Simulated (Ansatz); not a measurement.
Torsion profile

AlH$_{3}$S$_{2}$ (SMILES [SH][AlH][SH]), closed shell, at its PBE0-D4/def2-TZVP minimum:

```
atom    x (Å)    y (Å)    z (Å)
  S1  -1.4840  -1.2715  -0.8060
 Al2   0.0336   0.1065  -0.0699
  S3   1.0984  -0.5117   1.7266
  H4  -1.7947  -0.4646  -1.8357
  H5   0.3431   1.4712  -0.7948
  H6   1.8455   0.6060   1.7337
```

The dihedral angle H4–S1–Al2–S3 (180.0° at the minimum) is set to the values below, with the rest relaxed at PBE0-D4/def2-TZVP at each step (the four atoms are held in place, so their three bonds and two angles keep the values of the minimum). Each method's energies count from its own value at the PBE0-D4 minimum structure. Program: Ansatz 0.2.0. Basis: def2-TZVPP. Cores are frozen in the correlated methods. B3LYP uses VWN-RPA correlation.

```tsv
dihedral angle (°)	CCSD(T) (kcal/mol)	r2SCAN-D4 (kcal/mol)	PBE0-D4 (kcal/mol)	HF (kcal/mol)	wB97M-V (kcal/mol)
-170.7	?	0.106	0.102	0.105	0.102
-134.7	2.222	2.281	2.183	2.248	2.171
-98.7	4.751	4.868	4.640	4.765	4.608
-62.7	?	3.784	3.609	3.790	3.587
-26.7	0.804	0.807	0.774	0.878	0.754
9.3	0.064	0.047	0.052	0.104	0.024
45.3	?	2.262	2.159	2.320	2.139
81.3	4.764	4.875	4.646	4.809	4.614
117.3	3.685	3.779	3.609	3.702	3.586
153.3	0.831	0.855	0.820	0.847	0.817
```

Q: Fill in the withheld CCSD(T) values. (Judge from chemistry; the value comes from the calculation.)

A: By the calculation: 0.103 kcal/mol at -170.7°; 3.705 kcal/mol at -62.7°; 2.220 kcal/mol at 45.3°. These count from the CCSD(T) energy at the PBE0-D4 minimum.

Q: How high is the highest scanned point by CCSD(T), and where? (Judge from chemistry; the value comes from the calculation.)

A: By the calculation: 4.764 kcal/mol above the minimum, at 81.3°.

Largest difference from the CCSD(T) curve over the scan: PBE-D4 0.090; B3LYP-D4 0.069; MP2 0.034 kcal/mol. Each curve counts from its own value at the minimum.

No T1 diagnostic of these runs exceeds 0.012.

For scale, one of the runs: CCSD(T)/def2-TZVPP, 168 basis functions (an equivalent command: `ansatz run in.yaml --threads 2`). Time: 30 s of wall clock on 2 CPU threads; the host was shared. Peak host memory: 1.2 GiB.
